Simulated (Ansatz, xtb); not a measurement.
# Two structures of C2H3Al−

We compare a, a doublet given by its coordinates, with b, a doublet given by its coordinates. Both are isolated ions in the gas phase, relaxed with B3LYP-D3(BJ)/def2-SVPD.

a (Å):

```xyz
6

C    -0.2643    0.0110   -0.6158
C     1.0073    0.3727   -0.3171
Al   -0.0600    0.2315    1.3222
H     1.8363    0.5308   -1.0323
H    -0.6780   -0.1843   -1.6230
H     0.0756   -1.0691    2.3189
```

Close contacts (Å): C1–C2 1.36, C1–Al3 1.96, C2–Al3 1.96, C1–H5 1.11, C2–H4 1.11, Al3–H6 1.64.

b (Å):

```xyz
6

C    -1.4187    0.1087   -0.8307
C    -0.4222    0.7197   -0.2486
Al    0.0795   -1.2125   -0.5192
H    -0.1372    1.7128    0.1240
H     1.0489   -1.6839   -1.7248
H     0.0125   -2.2908    0.6842
```

Close contacts (Å): C1–C2 1.31, C1–Al3 2.02, C2–Al3 2.01, C2–H4 1.10, Al3–H5 1.62, Al3–H6 1.62.

Q: Which of the two would you expect CCSD(T)/def2-SVPD + ΔMP2/def2-TZVPPD electronic energies to favour?

A: Structure a; the calculation gives E(b) − E(a) = +0.058 eV.

Level by level:

```json
{"level": "GFN2-xTB", "geometry": "GFN2-xTB", "E(b) − E(a) (eV)": "−0.827", "departure from the last row (eV)": "−0.885", "job, with rough time for the two": "optimisation, 0.22 s"}
{"level": "HF/STO-3G", "geometry": "GFN2-xTB", "E(b) − E(a) (eV)": "−1.351", "departure from the last row (eV)": "−1.409", "job, with rough time for the two": "single point, 0.34 s"}
{"level": "r2SCAN-D4/def2-SVPD", "geometry": "GFN2-xTB", "E(b) − E(a) (eV)": "+0.173", "departure from the last row (eV)": "+0.115", "job, with rough time for the two": "single point, 4.4 s"}
{"level": "B3LYP-D3(BJ)/def2-SVPD", "geometry": "B3LYP-D3(BJ)/def2-SVPD", "E(b) − E(a) (eV)": "+0.034", "departure from the last row (eV)": "−0.024", "job, with rough time for the two": "optimisation, 39 s"}
{"level": "HF/def2-SVPD", "geometry": "B3LYP-D3(BJ)/def2-SVPD", "E(b) − E(a) (eV)": "+0.137", "departure from the last row (eV)": "+0.079", "job, with rough time for the two": "part of the CCSD(T) run"}
{"level": "MP2/def2-SVPD", "geometry": "B3LYP-D3(BJ)/def2-SVPD", "E(b) − E(a) (eV)": "+0.246", "departure from the last row (eV)": "+0.189", "job, with rough time for the two": "part of the CCSD(T) run"}
{"level": "CCSD(T)/def2-SVPD", "geometry": "B3LYP-D3(BJ)/def2-SVPD", "E(b) − E(a) (eV)": "+0.094", "departure from the last row (eV)": "+0.036", "job, with rough time for the two": "single point"}
{"level": "CCSD(T)/def2-SVPD + ΔMP2/def2-TZVPPD", "geometry": "B3LYP-D3(BJ)/def2-SVPD", "E(b) − E(a) (eV)": "+0.058", "departure from the last row (eV)": "", "job, with rough time for the two": "single point, 31 s"}
```

GFN2-xTB, HF/STO-3G put the two in the other order. The largest departure from CCSD(T)/def2-SVPD + ΔMP2/def2-TZVPPD is that of HF/STO-3G, 1.409 eV. The last row adds to CCSD(T) the change of the MP2 difference between the two basis sets, here −0.036 eV.

With harmonic frequencies from B3LYP-D3(BJ)/def2-SVPD (ideal gas, rigid rotor, one conformer each, 200 K, 1 atm): on the last row, ΔE + ΔZPE = −0.062, ΔH = −0.058, ΔG = −0.064 eV. The zero-point term alone reverses the order. The free energy reverses the electronic order.

Open shells are spin-unrestricted, with notable spin contamination under HF/STO-3G. The correlated steps freeze 7 core orbitals. Codes used: Ansatz 0.2.0, xtb 6.7.1; the last row on 2 threads of AMD EPYC 7R43 64-Core Processor (Zen 3) on a shared host.
